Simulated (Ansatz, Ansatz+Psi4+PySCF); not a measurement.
```yaml
atoms:
  - { symbol: N, position_ang: [-0.0047, 0.0139, 0.5150] }
  - { symbol: F, position_ang: [1.2402, -0.0272, -0.1564] }
  - { symbol: F, position_ang: [-0.5929, 1.0120, -0.0995] }
  - { symbol: F, position_ang: [-0.5885, -1.0924, -0.0959] }
```

Basis set: cc-pVTZ (spherical functions). Left uncorrelated: 4 orbitals. Charge 0, multiplicity 1.

Computed with Ansatz (development build ahead of 0.2.0); each method stands on the lowest determinant of its kind that the runs found. Restricted open shells among the atoms or ions are ROHF, correlated in semicanonical orbitals with singles.

The atomization energy at this shape (free ground-state atoms in the same class of orbitals less the molecule, no zero-point energy) of singlet NF₃:

```csv
method,atomization energy
RHF,1.94 eV
```

(1) What does RHF-MP2 give?

## Answers

(1) 8.88 eV.
